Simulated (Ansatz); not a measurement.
# BH₃SSi: single points off equilibrium

The task here is to estimate one member of a computed series from the others.

Computed with Ansatz 0.2.0, Gaussian basis. Level: single points in def2-TZVPP.

Cores are frozen in the correlated methods. B3LYP uses VWN-RPA correlation.

**The system as given**

SMILES `B[SiH]=S`, 6 atoms, charge 0, spin multiplicity 1.

Atoms are counted from 1 here; the program's logs count them from 0.

Bond lengths: B1–Si2 2.095 Å, B1–H5 1.111 Å, Si2–S3 2.209 Å, Si2–H6 1.563 Å. Angles: Si2–B1–H5 120.8°, B1–Si2–S3 124.2°, B1–Si2–H6 123.0°, S3–Si2–H6 112.0°.

As a file:

```xyz
6

B     0.3989   -0.4659   -1.0194
Si   -0.3965    0.2980    0.7623
S     0.0651    2.3012    1.5706
H     0.0853   -1.8403   -1.4898
H     0.9903    0.1816   -1.7012
H    -1.1976   -0.5759    1.7816
```

The first run:

run/in.yaml reads:

```yaml
crystal:
  periodic: [false, false, false]
  atoms:
    - {symbol: B, position_ang: [0.398900, -0.465900, -1.019400]}
    - {symbol: Si, position_ang: [-0.396500, 0.298000, 0.762300]}
    - {symbol: S, position_ang: [0.065100, 2.301200, 1.570600]}
    - {symbol: H, position_ang: [0.085300, -1.840300, -1.489800]}
    - {symbol: H, position_ang: [0.990300, 0.181600, -1.701200]}
    - {symbol: H, position_ang: [-1.197600, -0.575900, 1.781600]}
basis:
  gaussian: {orbitals: def2-TZVPP}
correlation: {method: ccsd_t}
output: {forces: true}
```

The command line of these runs was not kept.

Steps of the session up to this table: CCSD(T)/def2-TZVPP; PBE0-D4/def2-TZVPP; wB97M-V/def2-TZVPP; r2SCAN-D4/def2-TZVPP; PBE-D4/def2-TZVPP; LC-wPBE/def2-TZVPP; B3LYP-D4/def2-TZVPP.

One table of the session follows, with a row left open; its other results are not shown here.

| method | RMS force component (eV/Å) | angle to CCSD(T) forces (°) | dipole (D) |
| --- | --- | --- | --- |
| CCSD(T) | 1.902 | reference | 2.75 |
| PBE0-D4 | 1.996 | 4.4 | 3.27 |
| wB97M-V | 2.084 | 6.9 | 3.59 |
| r2SCAN-D4 | 1.933 | 2.6 | 3.01 |
| PBE-D4 | 1.825 | 4.1 | 2.66 |
| LC-wPBE | 2.258 | 8.8 | 4.08 |
| B3LYP-D4 | ? | ? | ? |

**Question.** Estimate the row for B3LYP-D4.

The run gave: RMS force component (eV/Å): 1.879; angle to CCSD(T) forces (°): 3.1; dipole (D): 3.11. In the column «RMS force component (eV/Å)» it lies between PBE-D4 (1.825) and CCSD(T) (1.902).
